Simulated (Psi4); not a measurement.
Reaction (SMILES): C#N (CH-N) → [C-]#[NH+] (C-NH)
B3LYP-D3(BJ)/def2-TZVP geometries, fixed; electronic energies without zero-point terms.

Basis-set convergence of the isomerisation energy at PBE with Psi4. Cartesian d functions, on some or all atoms, in 6-31G*, 6-31+G*; all else is spherical. Density fitting with the program's default auxiliary sets. Psi4's default fitting sets serve the pcseg sets less well. No added dispersion term, no relativity. Functions are those of the species that has most. Reference: the value in aug-cc-pVQZ, 14.82 kcal/mol, itself unsure by roughly 0.05 kcal/mol (its mean distance from cc-pV5Z, def2-QZVPPD, def2-QZVPP). Deviations are taken from unrounded values.

```tsv
basis	functions	isomerisation energy (kcal/mol)
6-31G*	32	17.66
6-31+G*	40	15.71
cc-pVDZ	33	16.13
aug-cc-pVDZ	55	14.74
def2-SVP	33	14.57
def2-SVPD	48	14.35
pcseg-1	33	14.95
aug-pcseg-1	55	15.07
6-311G**	42	15.80
6-311+G**	50	15.42
def2-TZVP	68	15.23
def2-TZVPD	83	15.04
cc-pVTZ	74	15.19
aug-cc-pVTZ	115	14.85
pcseg-2	74	14.94
aug-pcseg-2	115	14.89
def2-TZVPP	76	14.88
def2-TZVPPD	91	14.83
cc-pVQZ	140	15.06
aug-cc-pVQZ	206	14.82
def2-QZVPP	144	14.91
def2-QZVPPD	159	14.81
pcseg-3	153	14.82
aug-pcseg-3	219	14.80
```

What the diffuse functions change, pair by pair:
- 6-31G* to 6-31+G*: 8 more functions, deviation 2.83 to 0.88 kcal/mol
- cc-pVDZ to aug-cc-pVDZ: 22 more functions, deviation 1.30 to -0.08 kcal/mol
- def2-SVP to def2-SVPD: 15 more functions, deviation -0.25 to -0.47 kcal/mol
- pcseg-1 to aug-pcseg-1: 22 more functions, deviation 0.12 to 0.25 kcal/mol
- 6-311G** to 6-311+G**: 8 more functions, deviation 0.98 to 0.59 kcal/mol
- def2-TZVP to def2-TZVPD: 15 more functions, deviation 0.41 to 0.22 kcal/mol
- cc-pVTZ to aug-cc-pVTZ: 41 more functions, deviation 0.37 to 0.03 kcal/mol
- pcseg-2 to aug-pcseg-2: 41 more functions, deviation 0.11 to 0.07 kcal/mol
- def2-TZVPP to def2-TZVPPD: 15 more functions, deviation 0.05 to 0.01 kcal/mol
- cc-pVQZ to aug-cc-pVQZ: 66 more functions, deviation 0.23 to 0.00 kcal/mol
- def2-QZVPP to def2-QZVPPD: 15 more functions, deviation 0.09 to -0.01 kcal/mol
- pcseg-3 to aug-pcseg-3: 66 more functions, deviation 0.00 to -0.02 kcal/mol

Leaving out the reference's own pair, they bring the value nearer the reference by more than 0.05 kcal/mol in 6 of 11 pairs.
